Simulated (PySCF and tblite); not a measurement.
Results of a calculation; reference values are marked as such.
C₆H₁₂, numbered as in [CH2:1]=[CH:2][CH2:3][CH2:4][CH2:5][CH3:6].

Free energies: PBE0-D3(BJ)/def2-TZVP on PBE0-D3(BJ)/def2-SVP structures plus GFN2-xTB thermal terms, symmetry and mirror images included. Conformers within 4 kcal/mol (GFN2-xTB free energy) were kept, 7 at most. Codes: tblite and PySCF.

Rotational constants are equilibrium values for the commonest isotopes; dipoles come from the energy level named.

Torsions listed: C1–C2–C3–C4, C2–C3–C4–C5, C3–C4–C5–C6. Of a mirror pair one member is shown.

| conformer | shape | symmetry | weight % |
| --- | --- | --- | --- |
| 1 | 119°, 179°, 180° | C1 (pair) | 33.1 |
| 2 | -120°, 65°, 180° | C1 (pair) | 25.9 |
| 3 | 121°, -60°, -62° | C1 (pair) | 11.7 |
| 4 | -118°, -176°, -64° | C1 (pair) | 9.8 |
| 5 | -114°, -64°, -177° | C1 (pair) | 9.3 |
| 6 | 119°, -178°, -65° | C1 (pair) | 9.3 |

Not shown: 1 more, 0.9 % in all.

Sets of constants, in random order:

```csv
set,A (MHz),B (MHz),C (MHz),abs μa (D),abs μb (D),abs μc (D)
P,9197,1473,1393,0.37,0.15,0.10
Q,5156,2200,1826,0.27,0.31,0.04
R,13458,1250,1229,0.44,0.11,0.10
S,10910,1399,1354,0.51,0.06,0.05
T,7222,1669,1481,0.24,0.23,0.01
U,8996,1491,1381,0.47,0.21,0.06
```

Question: Match each set to its conformer.

Answer: P is conformer 5, Q is conformer 3, R is conformer 1, S is conformer 6, T is conformer 2, U is conformer 4.

The cap on conformers cut off some of the population, so the set may be incomplete.
